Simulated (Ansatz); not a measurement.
# Relaxing Si₂I

The calculation used Ansatz 0.2.0, DFT PBE, scalar-relativistic, plane waves, PAW. Cutoff 420 eV, Γ-centred k mesh, Gaussian smearing, no spin polarisation in the final step.

Si₂I was placed on the sites of a reported Cr2B cell (I4/mcm, No. 140), with I in place of B, Si in place of Cr, at a guessed volume.

```xyz
6
Lattice="-3.5308 3.5308 2.9390 3.5308 -3.5308 2.9390 3.5308 3.5308 -2.9390" Properties=species:S:1:pos:R:3 pbc="T T T"
Si    1.1793    4.7101    0.0000
Si    2.3515    1.1793    0.0000
Si    2.3515   -1.1793    2.9390
Si    1.1793    2.3515    2.9390
I     0.0000    0.0000    1.4695
I     0.0000    0.0000    4.4085
```

Cell and atoms relax at zero pressure; the relaxation can't lower the symmetry of the start.

Formation energies are uncorrected and refer to the elements' standard structures at the same level.

Question: Which crystal results?

Answer: It ends in P4/mmm (No. 123). Conventional cell: a = 3.620 Å, c = 5.442 Å. Si is coordinated by 4 Si at 2.56 Å; I is coordinated by 8 Si at 3.27 Å and 4 I at 3.62 Å.

```cif
data_structure
_symmetry_space_group_name_H-M 'P4/mmm'
_symmetry_Int_Tables_number 123
_cell_length_a 3.6205
_cell_length_b 3.6205
_cell_length_c 5.4421
_cell_angle_alpha 90.000
_cell_angle_beta 90.000
_cell_angle_gamma 90.000
_cell_volume 71.34
loop_
_atom_site_label
_atom_site_type_symbol
_atom_site_symmetry_multiplicity
_atom_site_Wyckoff_symbol
_atom_site_fract_x
_atom_site_fract_y
_atom_site_fract_z
_atom_site_occupancy
Si1 Si 2 f 0.50000 0.00000 0.00000 1
I1 I 1 b 0.00000 0.00000 0.50000 1
```

Question: What are its volume, energy, density and gap?

Answer: The volume per atom is 23.78 Å³, the density is 4.26 g/cm³ and the energy over the elements is 0.54 eV/atom. The gap on the 10×10×10 mesh is 0 eV (a metal).

The final run used a 10×10×10 mesh on its 6-atom cell and 0.10 eV smearing. For metals, differences of a few meV/atom aren't resolved. Spin–orbit coupling is left out. Symmetry constrained the relaxation, so the result can be a saddle point.

Cost: 3 runs of about 9.2 core-minutes in all, on Intel Xeon Platinum 8488C (Sapphire Rapids) (shared hosts).